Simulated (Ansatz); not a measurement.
# CHBSi (triplet): wave-function methods side by side, def2-TZVPP

One table from this session's results is given with a row withheld; the runs are named, their logs left out.

The runs use Ansatz 0.2.0, Gaussian basis; def2-TZVPP, core rule «outside noble gas», up to 7 orbitals frozen.

Plan: UHF; ROHF; CCSD(T) on UHF.

2 further runs of the same task are left out: 2 set aside as unsound or not needed.

### What is computed

The geometry is a PBE0/def2-TZVP stationary point (not a proven minimum) of the parent state, kept for this charge and spin.

4 atoms, charge 0, spin multiplicity 3.

Atoms are counted from 1 here; the program's logs count them from 0.

Bond lengths: B1–C2 1.363 Å, B1–H4 1.175 Å, C2–Si3 1.675 Å. Angles: C2–B1–H4 180.0°, B1–C2–Si3 180.0°.

The first run:

File in.yaml:

```yaml
crystal:
  periodic: [false, false, false]
  atoms:
    - {symbol: B, position_ang: [0.000000, 0.000000, 0.806500]}
    - {symbol: C, position_ang: [0.000000, 0.000000, -0.556100]}
    - {symbol: Si, position_ang: [0.000000, 0.000000, -2.231400]}
    - {symbol: H, position_ang: [0.000000, 0.000000, 1.981000]}
basis:
  gaussian: {orbitals: def2-TZVPP}
magnetization: {spin_polarized: true, initial_magnetization: 2}
hamiltonian: {xc: hf}
output: {orbitals: {seedname: orbitals}}
```

On the command line:

```
ansatz run in.yaml --threads 1 --pin off --events-out ev --progress --plain --max-ram 4096MiB --backend cpu
```

Steps of the session up to this table: UHF; ROHF; CCSD(T) on UHF.

One table of the session follows, with a row left open; its other results are not shown here.

It belongs to the step «Misses and costs». 

```
  method  from UCCSD(T) (kcal/mol)
    ROHF                   +213.89
     UHF                         ?
    UMP2                    +32.49
   UCCSD                    +10.19
UCCSD(T)                         0
```

Q: Estimate the row for UHF from the others.

**Answer.** from UCCSD(T) (kcal/mol): +209.19. In the column «from UCCSD(T) (kcal/mol)» it lies between UMP2 (+32.49) and ROHF (+213.89).
